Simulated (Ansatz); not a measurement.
(H3Si)2S (Si₂H₆S). The state is a triplet with charge 0. Geometry PBE-D4/def2-TZVP, that of the neutral singlet; atoms count from 1.

```xyz
9

Si    1.2608   -0.1428    1.0086
H     2.0345    0.7311    0.0744
H     1.3601   -1.5578    0.5362
H     1.8125   -0.0261    2.3900
S    -0.7927    0.4852    1.1318
Si   -1.3145    0.1761   -0.9318
H    -1.1461   -1.2583   -1.3179
H    -0.4677    1.0184   -1.8312
H    -2.7467    0.5742   -1.0602
```

At PBE0-D4/def2-TZVP a singlet of charge 0 lies 5.53 eV below the triplet at the same geometry.

(1) Estimate the Mulliken populations from the PBE0/def2-TZVP orbitals of Ansatz.

(2) Where does the spin sit?

(3) And the Mayer bond orders between heavy atoms (over 0.3)?

Results:

(1) 
```csv
atom,charge (e),spin (α − β)
Si1,-0.17,0.52
H2,0.04,0.03
H3,0.04,0.03
H4,0.01,-0.03
S5,0.17,0.91
Si6,-0.17,0.52
H7,0.04,0.03
H8,0.04,0.03
H9,0.01,-0.03
```
Mulliken values depend strongly on the basis.

(2) Summed by element: Si 1.03, H 0.06, S 0.91, of 2 unpaired in all. Largest on single atoms: S5 0.91, Si6 0.52, Si1 0.52.

(3) Si1–S5 0.75 (2.15 Å); Si1–Si6 0.49 (3.24 Å); S5–Si6 0.75 (2.15 Å).
